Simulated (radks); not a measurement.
**S²⁺ in [Ne] 3s2 3p2: an all-electron calculation**

One table from this session's results is given with a row withheld; the runs are named, their logs left out.

Program: radks (a radial shooting solver on a logarithmic mesh, Libxc functionals) version 1. Level of theory: scalar-relativistic Kohn-Sham, PBE, spin-polarised, spherical densities, finite nucleus; open shells are filled with parallel spins first. These are calculated values, not measurements, unless marked.

### What is computed

- element: sulfur (Z = 16)
- charge: +2
- electrons: 14
- configuration: [Ne] 3s2 3p2
- nuclear rms radius: 3.2611 fm

The outer shells:

S²⁺
```
[Ne] core
3s [↑↓]
3p [↑ ][↑ ][  ]
```

The first run:

Input:

```text
Z 16
configuration [Ne] 3s2 3p2 4s0 3d0 4p0 4f0
relativity scalar-relativistic
functional pbe,pbe
spin polarised
nucleus finite rms 3.2611 fm
c 137.035999084
```

One of the session's tables, all rows but one given; the rest of the session is left out.

It belongs to the step «Radial structure». From the orbitals of this run (lengths in bohr):

```
  level      <r>  outermost maximum (interpolated)  90 % within  nodes
  1s up  0.09688                            0.0633        0.173      0
1s down  0.09687                            0.0633        0.173      0
  2s up   0.4786                             0.388        0.750      1
2s down   0.4784                             0.388        0.749      1
  2p up   0.4418                             0.325        0.736      0
2p down   0.4417                             0.326        0.735      0
  3s up    1.574                              1.37         2.34      2
3s down        ?                                 ?            ?      ?
  3p up    1.754                              1.49         2.66      1
3p down    1.782                              1.49         2.73      1
  3d up    2.328                              1.83         3.73      0
  4s up    3.899                              3.62         5.59      3
3d down    2.493                              1.93         4.03      0
```

**Question.** Estimate the row for 3s down.

**Answer.** <r>: 1.580; outermost maximum (interpolated): 1.36; 90 % within: 2.37; nodes: 2. In the column «<r>» it lies between 3s up (1.574) and 3p up (1.754).

Caveats from the session: Open shells are spherical and high-spin; term and fine-structure splittings are not resolved.
